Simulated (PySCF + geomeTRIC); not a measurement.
A geometry relaxed with PySCF + geomeTRIC with BP86-D3(BJ)/def2-SVP, charge 0, multiplicity 1:

```xyz
9

H      1.2715     1.1312    -0.4744
H     -1.3080    -0.1121     1.1806
H      1.4440     0.1069     1.0114
H      2.3301    -0.3263    -0.4961
H     -1.4815     0.9119    -0.3053
H     -2.2916    -0.6944    -0.2118
C      1.3851     0.0929    -0.0974
C     -1.3832    -0.1275     0.0728
S      0.0368    -0.9857    -0.6845
```

Write the SMILES of this molecule.

`CSC`
